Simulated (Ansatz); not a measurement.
**SiH₄ (singlet): wave-function methods side by side at distance H1–H2 along a hydrogen transfer = 1.202 Å, cc-pVTZ**

Aim: climb from Hartree-Fock through coupled cluster and multireference methods for SiH₄ (singlet) at one geometry and basis, and see what each rung misses.

Computed with Ansatz 0.2.0, Gaussian basis. Level: cc-pVTZ, core rule «outside noble gas», up to 5 orbitals frozen.

To be run: UHF; CCSD(T) on RHF; CCSD(T) on UHF; BCCD(T) on RHF; CCSDT(Q) on RHF; CASSCF and NEVPT2, 8 electrons in 8 orbitals.

2 further runs of the same task are left out: 2 that didn't finish.

**1. The system**

The geometry derives from fragments relaxed apart (PBE0/def2-TZVP) and kept rigid, so it is no stationary point. A hydrogen atom is moved between rigid fragments.

5 atoms, charge 0, spin multiplicity 1.

Atoms are counted from 1 here; the program's logs count them from 0.

Bond lengths: H2–Si3 1.623 Å, Si3–H4 1.526 Å, Si3–H5 1.526 Å. Angles: H2–Si3–H4 113.7°, H2–Si3–H5 113.7°, H4–Si3–H5 91.2°.

Geometry (Å):

```mol
H4Si
  3D, bonds by distance, orders not assigned

  5  3  0  0  0  0  0  0  0  0999 V2000
   -2.7238    0.0549    0.0000 H   0  0
   -1.5218    0.0549    0.0000 H   0  0
    0.1012    0.0549    0.0000 Si  0  0
    0.7133   -0.8194    1.0900 H   0  0
    0.7133   -0.8194   -1.0900 H   0  0
  2  3  8  0
  3  4  8  0
  3  5  8  0
M  END
```

In the tables R marks a restricted determinant and U an unrestricted one; 'valence' is the active space of 8 electrons in 8 orbitals; energies count from the table's Hartree-Fock row.

**2. UHF**

Contents of in.yaml:

```yaml
crystal:
  periodic: [false, false, false]
  atoms:
    - {symbol: H, position_ang: [-2.723832, 0.054876, 0.000000]}
    - {symbol: H, position_ang: [-1.521832, 0.054876, 0.000000]}
    - {symbol: Si, position_ang: [0.101168, 0.054876, 0.000000]}
    - {symbol: H, position_ang: [0.713348, -0.819409, 1.090012]}
    - {symbol: H, position_ang: [0.713348, -0.819409, -1.090012]}
basis:
  gaussian: {orbitals: cc-pVTZ}
magnetization: {spin_polarized: true, initial_magnetization: 0}
hamiltonian: {xc: hf}
output: {orbitals: {seedname: orbitals}}
```

The run is started by

```sh
$ ansatz run in.yaml --threads 1 --pin off --events-out ev --progress --plain --max-ram 2393MiB
```

Output:

```text
Functional definition: HF
  name "HF"
  cite "Fock, Z. Phys. 61, 126 (1930) doi:10.1007/BF01340294"
  parent pbe
  exchange = exact_x
  correlation = 0
595 factors; their error is unknown
mean field evaluation 1: about -7919.8192 eV, gradient 6.4e0 eV
mean field evaluation 2: about -7920.2852 eV, gradient 1.8e0 eV
mean field evaluation 4: about -7920.3361 eV, gradient 9.5e-2 eV
mean field evaluation 8: about -7920.5328 eV, gradient 1.1e-5 eV
mean field evaluation 16: about -7921.6680 eV, gradient 3.1e-2 eV
mean field evaluation 32: about -7921.6680 eV, gradient 2.6e-5 eV
mean field -7921.66796475 eV, -291.1159282051 hartree, gradient 8.5e-6 eV, S^2 0.900696; 2 other end points of the search recorded, 0 dependent functions left out
reference -7921.66796475 eV, -291.1159282051 hartree; 9, 9 occupied and 81, 81 virtual orbitals, 595 factors
Total energy: -7921.66796475 eV, -291.1159282051 hartree
```

It took 1.3 s on 1 thread of Intel Xeon Platinum 8259CL at 2.50GHz, shared host.

From the report: ⟨S²⟩ of the determinant 0.901 (pure singlet: 0.00). The determinant is far from a pure spin state, so its energy mixes those of several spin states (harmless only where they are near-degenerate, as at dissociation).

The unrestricted solution breaks the spin symmetry, so the restricted determinant is unstable here.

**3. CCSD(T) on RHF**

in.yaml: that of step 2 with these lines changed.

```diff
@@ -10,4 +10,3 @@
   gaussian: {orbitals: cc-pVTZ}
-magnetization: {spin_polarized: true, initial_magnetization: 0}
-hamiltonian: {xc: hf}
-output: {orbitals: {seedname: orbitals}}
+magnetization: {spin_polarized: false}
+correlation: {method: ccsd_t, electrons: outside_noble_gas}
```

Same command.

Output, cut to the lines that bear on the results:

```text
Functional definition: HF
  name "HF"
  cite "Fock, Z. Phys. 61, 126 (1930) doi:10.1007/BF01340294"
  parent pbe
[...]
504 factors; integrals over basis functions are off by at most 1.3e-3 eV
[...]
mean field -7920.53312925 eV, -291.0742237696 hartree, gradient 2.7e-6 eV, S^2 0.000000; 0 other end points of the search recorded, 0 dependent functions left out; unrestricted orbitals would lower it
unrestricted determinant -7921.66824035 eV, -291.1159383332 hartree, S^2 0.9007
5 core orbitals not correlated: weight in the atoms' cores, before any rotation towards them, 1.000 or more for the frozen orbitals, at most 0.000 for the correlated occupied ones
reference -7920.53312925 eV, -291.0742237696 hartree; 4, 4 occupied and 81, 81 virtual orbitals, 504 factors
second order -4.44024735 eV of doubles, -0.00000000 eV of singles
cycle   1  -5.10123241 eV  change   -6.6e-1 eV  update   9.2e-2
[...]
cycle  12  -5.57668863 eV  change    4.3e-6 eV  update   7.3e-6
perturbative correction -0.24562484 eV, -0.0090265462 hartree
Total energy: -7926.35544272 eV, -291.2881898432 hartree
```

It took 2.4 s on 1 thread of Intel Xeon Platinum 8259CL at 2.50GHz, shared host.

From the report: correlation -5.8223 eV; T1 0.028; largest double amplitude 0.27.

**4. CCSD(T) on UHF**

in.yaml: that of step 3 with these lines changed.

```diff
@@ -10,3 +10,3 @@
   gaussian: {orbitals: cc-pVTZ}
-magnetization: {spin_polarized: false}
+magnetization: {spin_polarized: true, initial_magnetization: 0}
 correlation: {method: ccsd_t, electrons: outside_noble_gas}
```

The command is unchanged.

Output, cut to the lines that bear on the results:

```text
Functional definition: HF
  name "HF"
  cite "Fock, Z. Phys. 61, 126 (1930) doi:10.1007/BF01340294"
  parent pbe
[...]
504 factors; integrals over basis functions are off by at most 1.3e-3 eV
[...]
mean field -7921.66824035 eV, -291.1159383333 hartree, gradient 1.8e-6 eV, S^2 0.900695; 5 other end points of the search recorded, 0 dependent functions left out
determinant -7921.66824035 eV, -291.1159383333 hartree, with singles and doubles -7926.12978509 eV, -291.2798970783 hartree
determinant -7919.20705208 eV, -291.0254913327 hartree, with singles and doubles -7925.07762162 eV, -291.2412307839 hartree
determinant -7920.53312925 eV, -291.0742237696 hartree, with singles and doubles -7926.26775207 eV, -291.2849672712 hartree
5 core orbitals not correlated: weight in the atoms' cores, before any rotation towards them, 1.000 or more for the frozen orbitals, at most 0.000 for the correlated occupied ones
reference -7921.66824035 eV, -291.1159383333 hartree; 4, 4 occupied and 81, 81 virtual orbitals, 504 factors
second order -3.45019089 eV of doubles, -0.00000000 eV of singles
cycle   1  -4.34616284 eV  change   -3.2e-1 eV  update   2.2e-2
[...]
cycle  14  -4.40409277 eV  change    2.2e-6 eV  update   2.6e-6
perturbative correction -0.16641615 eV, -0.0061156808 hartree
Total energy: -7926.23874928 eV, -291.2839014384 hartree
```

Wall time 8.5 s (1 thread of Intel Xeon Platinum 8259CL at 2.50GHz, shared host); peak memory 0.36 GiB.

From the report: ⟨S²⟩ of the determinant 0.901 (pure singlet: 0.00); correlation -4.5705 eV; T1 0.056; largest double amplitude 0.13. The determinant is far from a pure spin state, so its energy mixes those of several spin states (harmless only where they are near-degenerate, as at dissociation).

**5. BCCD(T) on RHF**

in.yaml: that of step 4 with these lines changed.

```diff
@@ -10,3 +10,3 @@
   gaussian: {orbitals: cc-pVTZ}
-magnetization: {spin_polarized: true, initial_magnetization: 0}
-correlation: {method: ccsd_t, electrons: outside_noble_gas}
+magnetization: {spin_polarized: false}
+correlation: {method: bccd_t, electrons: outside_noble_gas}
```

Launched as before.

Output, cut to the lines that bear on the results:

```text
Functional definition: HF
  name "HF"
  cite "Fock, Z. Phys. 61, 126 (1930) doi:10.1007/BF01340294"
  parent pbe
[...]
504 factors; integrals over basis functions are off by at most 1.3e-3 eV
[...]
mean field -7920.53312925 eV, -291.0742237696 hartree, gradient 2.7e-6 eV, S^2 0.000000; 0 other end points of the search recorded, 0 dependent functions left out; unrestricted orbitals would lower it
unrestricted determinant -7921.66824035 eV, -291.1159383332 hartree, S^2 0.9007
5 core orbitals not correlated: weight in the atoms' cores, before any rotation towards them, 1.000 or more for the frozen orbitals, at most 0.000 for the correlated occupied ones
reference -7920.53312925 eV, -291.0742237696 hartree; 4, 4 occupied and 81, 81 virtual orbitals, 504 factors
second order -4.44024735 eV of doubles, -0.00000000 eV of singles
cycle   1  -5.12055704 eV  change   -6.8e-1 eV  update   9.2e-2
[...]
cycle  13  -5.56290678 eV  change   -8.8e-6 eV  update   3.5e-6
perturbative correction -0.25850643 eV, -0.0094999361 hartree
Total energy: -7926.35454246 eV, -291.2881567594 hartree
```

It took 3.2 s on 1 thread of Intel Xeon Platinum 8259CL at 2.50GHz, shared host; peak memory 0.26 GiB.

From the report: correlation -5.8214 eV; largest double amplitude 0.27.

**6. CCSDT(Q) on RHF**

in.yaml: that of step 5 with these lines changed.

```diff
@@ -11,2 +11,2 @@
 magnetization: {spin_polarized: false}
-correlation: {method: bccd_t, electrons: outside_noble_gas}
+correlation: {method: ccsdt_q, electrons: outside_noble_gas}
```

The command is unchanged.

Output, cut to the lines that bear on the results:

```text
Functional definition: HF
  name "HF"
  cite "Fock, Z. Phys. 61, 126 (1930) doi:10.1007/BF01340294"
  parent pbe
[...]
1103 factors; integrals over basis functions are off by at most 1.9e-7 eV
[...]
mean field -7920.53313048 eV, -291.0742238150 hartree, gradient 3.1e-6 eV, S^2 0.000000; 0 other end points of the search recorded, 0 dependent functions left out; unrestricted orbitals would lower it
unrestricted determinant -7921.66824904 eV, -291.1159386527 hartree, S^2 0.9007
5 core orbitals not correlated: weight in the atoms' cores, before any rotation towards them, 1.000 or more for the frozen orbitals, at most 0.000 for the correlated occupied ones
reference -7920.53313048 eV, -291.0742238150 hartree; 4, 4 occupied and 81, 81 virtual orbitals, 1103 factors
second order -4.44028409 eV of doubles, -0.00000000 eV of singles
cycle   1  -5.10120894 eV  change   -6.6e-1 eV  update   1.0e-1
[...]
cycle  18  -5.86571143 eV  change   -7.0e-7 eV  update   3.1e-7
perturbative correction -0.01377142 eV, -0.0005060902 hartree
Total energy: -7926.41261332 eV, -291.2902908242 hartree
```

Run time: 78 s. Hardware: 1 thread of Intel Xeon Platinum 8259CL at 2.50GHz, shared host; peak memory 0.73 GiB.

From the report: correlation -5.8795 eV; T1 0.032; largest double amplitude 0.34.

**7. CASSCF and NEVPT2, 8 electrons in 8 orbitals**

in.yaml: that of step 6 with these lines changed.

```diff
@@ -10,3 +10,2 @@
   gaussian: {orbitals: cc-pVTZ}
-magnetization: {spin_polarized: false}
-correlation: {method: ccsdt_q, electrons: outside_noble_gas}
+correlation: {method: sc_nevpt2, electrons: outside_noble_gas, active_space: {window: {electrons: 8, orbitals: 8}, shells: [{species: H, l: s, shell: 1}, {species: Si, l: s, shell: 3}, {species: Si, l: p, shell: 3}]}}
```

The command is unchanged.

Output:

```text
Functional definition: HF
  name "HF"
  cite "Fock, Z. Phys. 61, 126 (1930) doi:10.1007/BF01340294"
  parent pbe
  exchange = exact_x
  correlation = 0
1103 factors; integrals over basis functions are off by at most 1.9e-7 eV
mean field evaluation 1: about -7920.0132 eV, gradient 9.0e0 eV
mean field evaluation 2: about -7920.0149 eV, gradient 9.0e0 eV
mean field evaluation 4: about -7920.5305 eV, gradient 6.0e-1 eV
mean field evaluation 8: about -7920.5331 eV, gradient 3.3e-4 eV
mean field -7920.53313048 eV, -291.0742238150 hartree, gradient 3.1e-6 eV, S^2 0.000000; 0 other end points of the search recorded, 0 dependent functions left out; unrestricted orbitals would lower it
reference -7920.53313048 eV, -291.0742238150 hartree; 9, 9 occupied and 81, 81 virtual orbitals, 1103 factors
state -7923.23548450 eV, -291.1735334935 hartree
state -7923.23548450 eV, -291.1735334935 hartree; corrected -7925.45486028 eV, -291.2550940492 hartree
Total energy: -7925.45486028 eV, -291.2550940492 hartree
Checks for a lower state left out: starts, orbital_swaps
```

Wall time 6.5 s (1 thread of Intel Xeon Platinum 8259CL at 2.50GHz, shared host).

From the report: 2,500 determinants; active occupations 1.98, 1.97, 1.97, 1.67, 0.33, 0.03, 0.02, 0.02.

**8. How many determinants matter**

Natural occupations of the CASSCF valence state about the gap (report; correlated orbitals 1 to 8): 1.983, 1.973, 1.972, 1.671, 0.329, 0.027, 0.024, 0.020. The count of effectively unpaired electrons, Σ n²(2 − n)², is 0.62; a single determinant of this spin has 0.

**9. All levels against the top one**

No level here is safe as a reference; RCCSDT(Q) serves as a yardstick only. Rows without a time come out of other runs: HF, MP2 and CCSD of CCSD(T), CCSDT of CCSDT(Q), CASSCF and MRCISD of the multireference runs.

Differences are taken before rounding.

```csv
method,energy from the lowest RHF (kJ/mol),from RCCSDT(Q) (kJ/mol),time
RHF,0.0,+567.3,
UHF,-109.5,+457.8,
RMP2,-428.4,+138.9,
UMP2,-442.4,+124.9,
RCCSD,-538.1,+29.2,
UCCSD,-534.5,+32.8,
RCCSD(T),-561.8,+5.5,2.4 s
UCCSD(T),-550.5,+16.8,8.5 s
BCCD(T),-561.7,+5.6,3.2 s
RCCSDT,-566.0,+1.3,
RCCSDT(Q),-567.3,0,78 s
CASSCF valence,-260.7,+306.5,
NEVPT2 valence,-474.9,+92.4,6.5 s
```

Among the levels timed on like hardware and quicker than the yardstick, those that no quicker one beats, quickest first: RCCSD(T) (2.4 s, +5.5 kJ/mol).

**10. What came out**

```
                      quantity          value
RCCSDT(Q) below the RHF energy     -5.8795 eV
           RMP2 from RCCSDT(Q)  +138.9 kJ/mol
           UMP2 from RCCSDT(Q)  +124.9 kJ/mol
          RCCSD from RCCSDT(Q)   +29.2 kJ/mol
       RCCSD(T) from RCCSDT(Q)    +5.5 kJ/mol
       UCCSD(T) from RCCSDT(Q)   +16.8 kJ/mol
 NEVPT2 valence from RCCSDT(Q)   +92.4 kJ/mol
                 T1 diagnostic          0.028
effectively unpaired electrons           0.62
```

RCCSD(T) lands +5.5 kJ/mol from the yardstick (1.0 % of the correlation energy). CCSD(T) misses by +5.5 kJ/mol on the restricted determinant and by +16.8 kJ/mol on the unrestricted one; the two need not hold the same state or core. The occupations show some static correlation. Warnings: restricted reference is unstable; spin contamination; large T1 diagnostic.
